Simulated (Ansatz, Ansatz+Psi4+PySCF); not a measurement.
```xyz
4

F     0.0000   -0.3535   -1.0985
H     0.0000    0.4188   -0.7347
F     0.0000    0.3535    1.0985
H     0.0000   -0.4188    0.7347
```

Basis set: cc-pVTZ (spherical functions). Correlated methods keep 2 orbitals frozen. Charge 0, multiplicity 1.

Computed with Ansatz (development build ahead of 0.2.0); each method stands on the lowest determinant of its kind that the runs found. Restricted open shells among the atoms or ions are ROHF, correlated in semicanonical orbitals with singles.

(1) Give the atomization energy at this shape (free ground-state atoms in the same class of orbitals less the molecule, no zero-point energy) of singlet H2F2 by RHF-MP2, RHF.

Answers

(1)

```tsv
method	atomization energy
RHF-MP2	1151.2 kJ/mol
RHF	805.7 kJ/mol
```

Caution: the shape is not the minimum.
